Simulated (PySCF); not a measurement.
acetylene (C₂H₂), SMILES C#C.

The structure is a stationary point at PBE0-D3(BJ)/def2-TZVPD.

Computed with CAM-B3LYP/def2-TZVPD (PySCF).

Isolated molecule, no solvent.

**Question.** Estimate the frontier levels, gap, dipole moment and polarisability. (Estimate from the structure and the level; the computed values follow.)

**Answer.** 
- highest occupied level: -9.85 eV
- lowest empty level: 1.19 eV
- orbital gap: 11.04 eV
- dipole moment: 0.00 D
- quadrupole, principal values (traceless, Buckingham form, about the centre of nuclear charge): -3.34, -3.34, 6.68 D·Å
- mean static polarisability: 23.2 bohr³ (3.43 Å³)
- polarisability, principal values: 19.1, 19.1, 31.3 bohr³
